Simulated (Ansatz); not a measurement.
**CF+ (triplet): wave-function methods side by side at distance C1–F2 = 1.077 Å, 6-31G**

How much of the correlation energy of CF+ (triplet) does each wave-function method recover here?

Program: Ansatz 0.2.0, Gaussian basis. Level of theory: 6-31G, core rule «outside noble gas», up to 2 orbitals frozen. These are calculated values, not measurements.

To be run: UHF; CCSD(T) on ROHF; CCSD(T) on UHF; BCCD(T) on ROHF; CISD as a restricted active space (open shells left free, so some higher excitations enter); CCSDT(Q) on ROHF; CCSDT(Q) on UHF; CISDTQ; CCSDTQ on ROHF; CCSDTQ on UHF; CASSCF and MRCISD+Q, 4 electrons in 4 orbitals; CASSCF and NEVPT2, 4 electrons in 4 orbitals; CASSCF and MRCISD+Q, 10 electrons in 8 orbitals; CASSCF and NEVPT2, 10 electrons in 8 orbitals; Full CI.

19 further runs of the same task are left out: 17 that didn't finish, 2 set aside as unsound or not needed. Runs told in other sessions of the task aren't counted.

## 1. What is computed

The geometry derives from a PBE0/def2-TZVP stationary point (not a proven minimum). One bond is set to the value named and the two fragments are kept rigid.

2 atoms, charge 1, spin multiplicity 3.

Atoms are counted from 1 here; the program's logs count them from 0.

Bond lengths: C1–F2 1.077 Å.

## 2. UHF

The input, in.yaml:

```yaml
crystal:
  periodic: [false, false, false]
  atoms:
    - {symbol: C, position_ang: [0.000000, 0.000000, 0.000000]}
    - {symbol: F, position_ang: [0.000000, 0.000000, 1.077000]}
basis:
  gaussian: {orbitals: 6-31G}
total_charge: 1
magnetization: {spin_polarized: true, initial_magnetization: 2}
hamiltonian: {xc: hf}
output: {orbitals: {seedname: orbitals}}
```

Command:

```console
ansatz run in.yaml --threads 1 --pin off --events-out ev --progress --plain --max-ram 2393MiB
```

After this run come: CCSD(T) on ROHF; CCSD(T) on UHF; BCCD(T) on ROHF; CISD as a restricted active space (open shells left free, so some higher excitations enter); CCSDT(Q) on ROHF; CCSDT(Q) on UHF; CISDTQ; CCSDTQ on ROHF; CCSDTQ on UHF; CASSCF and MRCISD+Q, 4 electrons in 4 orbitals; CASSCF and NEVPT2, 4 electrons in 4 orbitals; CASSCF and MRCISD+Q, 10 electrons in 8 orbitals; CASSCF and NEVPT2, 10 electrons in 8 orbitals; Full CI.

Q: Predict the results of all the runs planned. Wanted: FCI from the RHF energy; RMP2 from FCI; UMP2 from FCI; RCCSD from FCI; RCCSD(T) from FCI; UCCSD(T) from FCI; RCCSDT(Q) from FCI; UCCSDT(Q) from FCI; NEVPT2 pair from FCI.

As calculated:

| quantity | value |
| --- | --- |
| FCI from the ROHF energy | -4.4628 eV |
| RMP2 from FCI | +260.3 meV |
| UMP2 from FCI | +226.3 meV |
| RCCSD from FCI | +121.9 meV |
| RCCSD(T) from FCI | +18.4 meV |
| UCCSD(T) from FCI | +19.1 meV |
| RCCSDT(Q) from FCI | +0.9 meV |
| UCCSDT(Q) from FCI | -1.9 meV |
| NEVPT2 pair from FCI | +115.2 meV |
| MRCISD+Q pair from FCI | +65.6 meV |
| NEVPT2 valence from FCI | +395.6 meV |
| levels within 1 kcal/mol (43 meV) | RCCSD(T), UCCSD(T), BCCD(T), RCCSDT, UCCSDT, CISDTQ, RCCSDT(Q), UCCSDT(Q), RCCSDTQ, UCCSDTQ, MRCISD+Q valence |
| T1 diagnostic | 0.026 |
| effectively unpaired electrons | 2.02 |

**Reading.** RCCSD(T) lands +18.4 meV from the yardstick (0.4 % of the correlation energy). One determinant dominates. Of the multireference levels listed MRCISD+Q valence comes nearest in total energy (+26.6 meV), which doesn't show that its space is the better one. These misses are within one basis, not against nature; the frozen cores of restricted and unrestricted runs differ, which can shift their rows.

Levels on UHF freeze UHF's core orbitals, full CI those of ROHF, so the U rows can settle a little off it for that reason alone.

With open shells the CI space here admits some higher excitations, so it is larger than plain CISD.
